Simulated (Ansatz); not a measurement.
Job for Ansatz (an electronic-structure program): R-PBE/def2-TZVPPD on CH4 (SMILES C). Files ending in .json are basis or fitting sets from the Basis Set Exchange.

Ansatz 0.2 input:
```yaml
crystal:
  periodic: [false, false, false]
  atoms:
    - {symbol: C, position_ang: [0.00000000, -0.00000000, -1.81901457]}
    - {symbol: H, position_ang: [-0.00000000, 0.00000000, -2.90722072]}
    - {symbol: H, position_ang: [-0.51274115, 0.88809373, -1.45476743]}
    - {symbol: H, position_ang: [-0.51274115, -0.88809373, -1.45476743]}
    - {symbol: H, position_ang: [1.02548230, -0.00000000, -1.45476743]}
basis:
  gaussian:
    orbitals: def2-TZVPPD.json
hamiltonian:
  xc: {name: PBE}
scf: {lower_state_search: off}
```

The head of its log:

```
WARN ansatz: RAYON_NUM_THREADS=1 ignored (pool sized by the plan → 1); use --threads N
Functional definition: PBE
these checks for a lower state are left out or cut short: stability, starts, cluster_reference, orbital_swaps, neighbouring_geometries, increment
integrals: 0.01 GiB planned
410 factors; their error is unknown
mean field: 0.20 GiB planned
mean field evaluation 1: about -1093.6081 eV, gradient 5.8e1 eV
mean field evaluation 2: about -1085.4179 eV, gradient 7.3e1 eV
```

**Question.** Predict the final total energy.

**Answer.** -40.4643 hartree.
